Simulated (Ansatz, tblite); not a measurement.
# AlH2I: rung by rung

How do method and basis change the picture of AlH2I (singlet)?

Computed with Ansatz 0.2.0, Gaussian basis. Level: as each input shows.

Levels to be run: GFN1-xTB, GFN2-xTB, PBE-D4/def2-TZVP, r2SCAN-D4/def2-TZVP, ωB97M-V/def2-TZVP, B2PLYP/def2-TZVP, BHLYP-D4/def2-TZVP, B3LYP-D4/def2-TZVP, revPBE-D4/def2-TZVP, HF/def2-TZVP, LC-ωPBE/def2-TZVP, PBE-D4/def2-SVP, PBE0-D4/def2-SVP, CCSD(T)/def2-TZVPP, MP2/def2-TZVP, RPA/def2-TZVP.

3 further runs of the same task are left out: 3 set aside as unsound or not needed. Runs told in other sessions of the task aren't counted.

### Step 1. The relaxed structure

The geometry is that of the singlet, from an earlier relaxation (PBE-D4/def2-TZVP).

4 atoms, charge 0, spin multiplicity 1.

Bond lengths: Al1–H2 1.587 Å, Al1–H3 1.587 Å, Al1–I4 2.489 Å. Angles: H2–Al1–H3 124.5°, H2–Al1–I4 117.8°, H3–Al1–I4 117.8°.

Geometry (Å):

| atom | x (Å) | y (Å) | z (Å) |
| --- | --- | --- | --- |
| Al1 | 0.1297 | 0.2169 | -0.0012 |
| H2 | 1.7144 | 0.1306 | 0.0129 |
| H3 | -0.6960 | 1.5720 | -0.0224 |
| I4 | -1.1481 | -1.9195 | 0.0107 |

I takes a core potential in the def2 sets. No spin-orbit coupling is included.

PBE0-D4/def2-TZVP was run before; its log isn't repeated, and its numbers join the tables.

### Step 2. GFN1-xTB

Tight binding, by tblite at 300 K electronic temperature and without a spin-polarisation term:

```python
tblite.interface.Calculator('GFN1-xTB', numbers, positions, charge=0, uhf=0).singlepoint()
```

Energy -173.5261 eV, HOMO -11.72 eV, LUMO -6.22 eV; 0.002 s.

### Step 3. GFN2-xTB

Tight binding, by tblite at 300 K electronic temperature and without a spin-polarisation term:

```python
tblite.interface.Calculator('GFN2-xTB', numbers, positions, charge=0, uhf=0).singlepoint()
```

Energy -162.2572 eV, HOMO -11.88 eV, LUMO -7.05 eV; 0.002 s.

### Step 4. PBE-D4/def2-TZVP

start.molden holds the orbitals of an earlier run on this state, given as this run's starting guess.

Contents of in.yaml:

```yaml
crystal:
  periodic: [false, false, false]
  atoms:
    - {symbol: Al, position_ang: [0.129721, 0.216884, -0.001198]}
    - {symbol: H, position_ang: [1.714353, 0.130610, 0.012912]}
    - {symbol: H, position_ang: [-0.695978, 1.572045, -0.022421]}
    - {symbol: I, position_ang: [-1.148096, -1.919549, 0.010707]}
basis:
  gaussian: {orbitals: def2-TZVP, initial_orbitals: start.molden}
hamiltonian: {xc: pbe, dispersion: d4}
scf: {omitted_lower_state_checks: [starts]}
output: {orbitals: {seedname: orbitals}}
```

The run is started by

```sh
$ ansatz run in.yaml --threads 4 --pin off --events-out ev --progress --plain --max-ram 3916MiB
```

Further steps of the session: r2SCAN-D4/def2-TZVP; ωB97M-V/def2-TZVP; B2PLYP/def2-TZVP; BHLYP-D4/def2-TZVP; B3LYP-D4/def2-TZVP; revPBE-D4/def2-TZVP; HF/def2-TZVP; LC-ωPBE/def2-TZVP; PBE-D4/def2-SVP; PBE0-D4/def2-SVP; CCSD(T)/def2-TZVPP; MP2/def2-TZVP; RPA/def2-TZVP.

Before running them: what should the planned runs give, taken together? Wanted: gap in def2-TZVP, named functionals and Hartree-Fock, smallest and largest; correlation energy, CCSD(T)/def2-TZVPP; correlation energy, MP2/def2-TZVP; binding an atom, CCSD(T)/def2-TZVPP; PBE0 total energy, smallest basis above largest.

The runs gave:

| quantity | value |
| --- | --- |
| gap in def2-TZVP, named functionals and Hartree-Fock, smallest and largest | 3.91 eV (PBE-D4), 10.94 eV (HF) |
| correlation energy, CCSD(T)/def2-TZVPP | -15.69 eV |
| correlation energy, MP2/def2-TZVP | -15.51 eV |
| binding an atom, CCSD(T)/def2-TZVPP | 2.316 eV |
| PBE0 total energy, smallest basis above largest | 2.59 eV (def2-SVP, def2-TZVP) |

Over the named functionals and Hartree-Fock in def2-TZVP the gap runs from 3.91 eV (PBE-D4) to 10.94 eV (HF); exact exchange widens it. The functionals in def2-TZVP miss CCSD(T)/def2-TZVPP by -0.047 (revPBE-D4) to +0.049 eV (r2SCAN-D4) an atom. The reference is CCSD(T) in one finite basis, so it carries an error of its own, often a tenth of an eV or more, and near misses can't be ranked.
